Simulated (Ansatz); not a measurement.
Diamond-structure Si: LDA at its full settings (plane-wave cutoff 520 eV, 12×12×12 k mesh, Fermi–Dirac smearing 0.01 eV, scalar-relativistic PAW data made under PBE) and at cheaper ones, in a cell of 2 atoms with Γ-centred meshes.

| level and setting | lattice parameter a (Å) | bulk modulus B0 (GPa) |
|---|---|---|
| LDA (Ansatz) | 5.402 | 96.4 |
| LDA (250 eV cutoff) (Ansatz) | 5.405 | 96.5 |
| LDA (2×2×2 k mesh) (Ansatz) | 5.542 | 87.8 |
| LDA (4×4×4 k mesh) (Ansatz) | 5.414 | 96.9 |

Largest shifts from the full settings: lattice constant a +2.59 % (LDA (2×2×2 k mesh)), against a difference of -0.35 % of the full result from the reference 5.421 Å (measured, static lattice: zero-point anharmonic expansion removed; as tabulated in Mejia-Rodriguez and Trickey (2018), arXiv:1807.09216); bulk modulus -8.9 % (LDA (2×2×2 k mesh)), against a difference of -4.6 % of the full result from the reference 101 GPa (measured, 0 K value with zero-point phonon effects removed; as tabulated in Sun et al. (2011), doi:10.1103/physrevb.84.035117).

Ansatz's density-functional and Hartree–Fock values are scalar-relativistic unless marked +SOC, with PAW data made under PBE.

Run with cheap settings on purpose, which may leave them unconverged: LDA (250 eV cutoff), LDA (2×2×2 k mesh), LDA (4×4×4 k mesh).

Ansatz is an electronic-structure program.
